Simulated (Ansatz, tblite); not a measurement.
# InI3: spin-state energies by level

Is the singlet the ground state of InI3? Other spin states are computed and compared level by level.

Computed with Ansatz 0.2.0, Gaussian basis. Level: as each input shows.

Plan: triplet, at the geometry of the singlet (GFN1-xTB, GFN2-xTB, PBE0-D4/def2-TZVP, PBE-D4/def2-TZVP, r2SCAN-D4/def2-TZVP); the singlet's energies come from earlier runs.

2 further runs of the same task are left out: 2 set aside as unsound or not needed.

**1. The structure**

The geometry is that of the singlet, from an earlier relaxation (PBE0-D4/def2-SVP).

4 atoms, charge 0, spin multiplicity 1.

Bond lengths: In1–I2 2.657 Å, In1–I3 2.657 Å, In1–I4 2.657 Å. Angles: I2–In1–I3 120.0°, I2–In1–I4 120.0°, I3–In1–I4 120.0°.

As a file:

```xyz
4

In    0.0000    0.0001    0.0001
I     2.6564   -0.0273    0.0128
I    -1.3046    2.3142   -0.0172
I    -1.3518   -2.2870    0.0043
```

I, In take a core potential in the def2 sets. No spin-orbit coupling is included.

**2. Triplet at the fixed geometry, GFN1-xTB**

Tight binding, by tblite at 300 K electronic temperature and without a spin-polarisation term:

```python
tblite.interface.Calculator('GFN1-xTB', numbers, positions, charge=0, uhf=2).singlepoint()
```

Energy -364.3260 eV; 0.004 s.

**3. Triplet at the fixed geometry, GFN2-xTB**

Tight binding, by tblite at 300 K electronic temperature and without a spin-polarisation term:

```python
tblite.interface.Calculator('GFN2-xTB', numbers, positions, charge=0, uhf=2).singlepoint()
```

Energy -346.3724 eV; 0.006 s.

**4. Triplet at the fixed geometry, PBE0-D4/def2-TZVP**

The input, in.yaml:

```yaml
crystal:
  periodic: [false, false, false]
  atoms:
    - {symbol: In, position_ang: [0.000001, 0.000090, 0.000095]}
    - {symbol: I, position_ang: [2.656429, -0.027312, 0.012777]}
    - {symbol: I, position_ang: [-1.304644, 2.314211, -0.017168]}
    - {symbol: I, position_ang: [-1.351785, -2.286989, 0.004296]}
basis:
  gaussian: {orbitals: def2-TZVP}
magnetization: {spin_polarized: true, initial_magnetization: 2}
hamiltonian: {xc: pbe0, dispersion: d4}
scf: {omitted_lower_state_checks: [starts]}
output: {orbitals: {seedname: orbitals}}
```

Command:

```console
$ ansatz run in.yaml --threads 2 --pin off --events-out ev --progress --plain --max-ram 22528MiB --backend cpu
```

What it wrote:

```text
Functional definition: PBE0
  name "PBE0"
  cite "Adamo & Barone, J. Chem. Phys. 110, 6158 (1999) doi:10.1063/1.478522"
  cite "Perdew, Burke & Ernzerhof, Phys. Rev. Lett. 77, 3865 (1996) doi:10.1103/PhysRevLett.77.3865"
  parent pbe
  parameter a = 0.25
  parameter kappa = 0.804
  parameter beta = 0.06672455060314922
  exchange = (1 - a)*pbe_x(kappa = kappa, mu = beta*pi^2/3) + a*exact_x
  correlation = pbe_c(beta = beta)
these checks for a lower state are left out or cut short: starts
1931 factors; integrals over basis functions are off by at most 3.5e-4 eV
mean field evaluation 1: about -29479.2087 eV, gradient 7.7e0 eV
mean field evaluation 2: about -29479.3368 eV, gradient 7.2e0 eV
mean field evaluation 4: about -29479.4910 eV, gradient 5.9e-1 eV
mean field evaluation 8: about -29479.5447 eV, gradient 3.6e-1 eV
mean field evaluation 16: about -29479.5457 eV, gradient 4.7e-4 eV
mean field -29479.54573958 eV, -1083.3533239757 hartree, gradient 6.5e-6 eV, S^2 2.006484; 0 other end points of the search recorded, 0 dependent functions left out
reference -29479.54576733 eV, -1083.3533249956 hartree; 49, 47 occupied and 151, 153 virtual orbitals, 1931 factors
Total energy: -29479.72881982 eV, -1083.3600520504 hartree
Checks for a lower state left out: starts
```

Wall time 17 s (2 threads of AMD EPYC 7R13, shared host); peak memory 1.1 GiB.

Report: HOMO -4.54 eV, LUMO -6.57 eV (over both spins; with the spin held, an empty level of the minority spin lies below the top filled one); ⟨S²⟩ 2.006 (pure: 2.00).

**5. Triplet at the fixed geometry, PBE-D4/def2-TZVP**

start.molden holds the orbitals of an earlier run on this state, given as this run's starting guess.

Edit in.yaml of step 4 so:

```diff
@@ -8,5 +8,5 @@
 basis:
-  gaussian: {orbitals: def2-TZVP}
+  gaussian: {orbitals: def2-TZVP, initial_orbitals: start.molden}
 magnetization: {spin_polarized: true, initial_magnetization: 2}
-hamiltonian: {xc: pbe0, dispersion: d4}
+hamiltonian: {xc: pbe, dispersion: d4}
 scf: {omitted_lower_state_checks: [starts]}
```

The command is unchanged.

What it wrote:

```text
Functional definition: PBE
  name "PBE"
  cite "Perdew, Burke & Ernzerhof, Phys. Rev. Lett. 77, 3865 (1996) doi:10.1103/PhysRevLett.77.3865"
  parent pbe
  parameter kappa = 0.804
  parameter beta = 0.06672455060314922
  exchange = pbe_x(kappa = kappa, mu = beta*pi^2/3)
  correlation = pbe_c(beta = beta)
these checks for a lower state are left out or cut short: starts
1489 factors; their error is unknown
mean field evaluation 1: about -29477.8319 eV, gradient 5.6e0 eV
mean field evaluation 2: about -29477.9304 eV, gradient 1.2e-1 eV
mean field evaluation 4: about -29477.9168 eV, gradient 4.0e-4 eV
mean field evaluation 8: about -29477.9168 eV, gradient 2.5e-5 eV
mean field evaluation 16: about -29477.9168 eV, gradient 5.6e-6 eV
mean field -29477.91679693 eV, -1083.2934614377 hartree, gradient 5.6e-6 eV, S^2 2.001886; 0 other end points of the search recorded, 0 dependent functions left out
reference -29477.91683464 eV, -1083.2934628232 hartree; 49, 47 occupied and 151, 153 virtual orbitals, 1489 factors
Total energy: -29478.11959067 eV, -1083.3009139702 hartree
Checks for a lower state left out: starts
```

Run time: 6.5 s. Hardware: 2 threads of AMD EPYC 7R13, shared host.

From the report: HOMO -3.86 eV, LUMO -6.73 eV (over both spins; with the spin held, an empty level of the minority spin lies below the top filled one); ⟨S²⟩ 2.002 (pure: 2.00).

**6. Triplet at the fixed geometry, r2SCAN-D4/def2-TZVP**

Edit in.yaml of step 5 so:

```diff
@@ -10,3 +10,3 @@
 magnetization: {spin_polarized: true, initial_magnetization: 2}
-hamiltonian: {xc: pbe, dispersion: d4}
+hamiltonian: {xc: r2scan, dispersion: d4}
 scf: {omitted_lower_state_checks: [starts]}
```

The command is unchanged.

What it wrote (excerpt; [...] marks lines left out):

```text
Functional definition: r2SCAN
  name "r2SCAN"
  cite "Furness, Kaplan, Ning, Perdew & Sun, J. Phys. Chem. Lett. 11, 8208 (2020) doi:10.1021/acs.jpclett.0c02405"
  cite "Furness, Kaplan, Ning, Perdew & Sun, J. Phys. Chem. Lett. 11, 9248 (2020) doi:10.1021/acs.jpclett.0c03077"
  parent r2scan
[...]
1489 factors; their error is unknown
[...]
mean field -29490.12650372 eV, -1083.7421598861 hartree, gradient 5.1e-6 eV, S^2 2.005565; 0 other end points of the search recorded, 0 dependent functions left out
reference -29490.12651931 eV, -1083.7421604590 hartree; 49, 47 occupied and 151, 153 virtual orbitals, 1489 factors
Total energy: -29490.17003398 eV, -1083.7437595934 hartree
Checks for a lower state left out: starts
```

Wall time 15 s (2 threads of AMD EPYC 7R13, shared host).

From the report: HOMO -3.98 eV, LUMO -6.91 eV (over both spins; with the spin held, an empty level of the minority spin lies below the top filled one); ⟨S²⟩ 2.006 (pure: 2.00).

**7. Triplet less singlet, vertical**

The singlet's energies are those of its earlier runs, whose logs aren't repeated here.

```
              level  triplet less singlet, vertical (kcal/mol)     time
           GFN1-xTB                                      +85.2  0.007 s
           GFN2-xTB                                      +71.2  0.011 s
   PBE-D4/def2-TZVP                                      +66.0    9.3 s
r2SCAN-D4/def2-TZVP                                      +71.7     20 s
  PBE0-D4/def2-TZVP                                      +77.5     23 s
```

Times add the two runs; a level without a time comes out of a correlated run. Tight binding without a spin term can't rank spin states.

**8. Summary of results**

```
                                                quantity                                       value
triplet less singlet, vertical, functionals in def2-TZVP  +66.0 (PBE-D4) to +77.5 kcal/mol (PBE0-D4)
```

What this shows: All functionals put the triplet above the singlet, over a spread of 11.6 kcal/mol. The checks for a lower triplet were left out, so another state of that spin may lie lower. These are electronic energies, without zero-point motion, entropy or surroundings.
